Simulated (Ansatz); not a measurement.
# C3H4ClN: a ladder of functionals and wavefunction methods

An exercise on one series of results from a longer session: the logs are not shown, and one member is left open.

Program: Ansatz 0.2.0, Gaussian basis. Level of theory: functionals in def2-TZVPP, the program's frozen cores in correlated methods. These are calculated values, not measurements.

Plan: LDA (SPW92), PBE-D4, revPBE-D4, BLYP-D4, r2SCAN-D4, B97M-V, PBE0-D4, B3LYP-D4, r2SCANh-D4, r2SCAN0-D4, HSE06-D4, BHLYP-D4, CAM-B3LYP-D4, LC-ωPBE, ωB97X-V, ωB97M-V, B2PLYP, PBE-QIDH; CCSD(T)/def2-SVP; CCSD(T)/def2-TZVPP; MP2/def2-QZVPP; extrapolation to the limit; RPA on PBE.

## The relaxed structure

All runs share one geometry, relaxed beforehand with PBE0-D4 in a triple-zeta def2 set.

9 atoms, charge 0, spin multiplicity 1.

Atoms are counted from 1 here; the program's logs count them from 0.

Bond lengths: Cl1–C2 1.710 Å, C2–N3 1.272 Å, C2–C5 1.491 Å, N3–C4 1.493 Å, C4–C5 1.545 Å, C4–H6 1.091 Å, C4–H7 1.091 Å, C5–H8 1.090 Å, C5–H9 1.090 Å. Angles: Cl1–C2–N3 127.4°, Cl1–C2–C5 130.8°, N3–C2–C5 101.8°, C2–N3–C4 88.8°, N3–C4–C5 90.0°, N3–C4–H6 112.1°, N3–C4–H7 112.1°, C5–C4–H6 115.7°, C5–C4–H7 115.7°, H6–C4–H7 110.0°, C2–C5–C4 79.4°, C2–C5–H8 115.7°, C2–C5–H9 115.7°, C4–C5–H8 116.7°, C4–C5–H9 116.7°, H8–C5–H9 110.0°.

Set-up of the first run:

Contents of in.yaml:

```yaml
crystal:
  periodic: [false, false, false]
  atoms:
    - {symbol: Cl, position_ang: [-1.061980, -2.393104, -0.798649]}
    - {symbol: C, position_ang: [-0.213162, -0.959515, -0.414260]}
    - {symbol: N, position_ang: [0.962011, -0.636751, -0.777755]}
    - {symbol: C, position_ang: [0.811724, 0.641154, -0.020337]}
    - {symbol: C, position_ang: [-0.613314, 0.220554, 0.404689]}
    - {symbol: H, position_ang: [0.872243, 1.513559, -0.672408]}
    - {symbol: H, position_ang: [1.539852, 0.726867, 0.787400]}
    - {symbol: H, position_ang: [-1.437944, 0.813533, 0.007813]}
    - {symbol: H, position_ang: [-0.770929, 0.027502, 1.466307]}
basis:
  gaussian: {orbitals: def2-TZVPP}
hamiltonian: {xc: lda}
output: {orbitals: {seedname: orbitals}}
```

Started as:

```
> ansatz run in.yaml --threads 2 --pin off --events-out ev --progress --plain --max-ram 4352MiB
```

Among the steps run: LDA; PBE-D4 (GGA); revPBE-D4 (GGA); BLYP-D4 (GGA); r2SCAN-D4 (meta-GGA); B97M-V (meta-GGA); PBE0-D4 (hybrid); B3LYP-D4 (hybrid); r2SCANh-D4 (hybrid); r2SCAN0-D4 (hybrid); HSE06-D4 (hybrid); BHLYP-D4 (hybrid); CAM-B3LYP-D4 (range-separated); LC-ωPBE (range-separated); ωB97X-V (range-separated); ωB97M-V (range-separated); B2PLYP (double hybrid); PBE-QIDH (double hybrid).

One table of the session follows, with a row left open; its other results are not shown here.

It belongs to the step «Frontier levels by functional». 

```
  functional  HOMO (eV)  gap (eV)
 LDA (SPW92)      -6.65      4.99
      PBE-D4      -6.52      5.08
   revPBE-D4      -6.46      5.11
     BLYP-D4      -6.42      5.11
   r2SCAN-D4      -6.84      5.59
      B97M-V      -7.01      5.88
     PBE0-D4          ?         ?
    B3LYP-D4      -7.83      7.22
  r2SCANh-D4      -7.42      6.57
  r2SCAN0-D4      -8.29      8.04
    HSE06-D4      -7.67      6.92
    BHLYP-D4      -9.32     10.17
CAM-B3LYP-D4      -9.55     10.39
     LC-ωPBE     -10.93     12.96
     ωB97X-V     -10.55     12.52
     ωB97M-V     -10.42     12.33
```

**Question.** Estimate the row for PBE0-D4.

As computed: HOMO (eV): -8.08; gap (eV): 7.72. In the column «HOMO (eV)» it lies between r2SCAN0-D4 (-8.29) and B3LYP-D4 (-7.83).
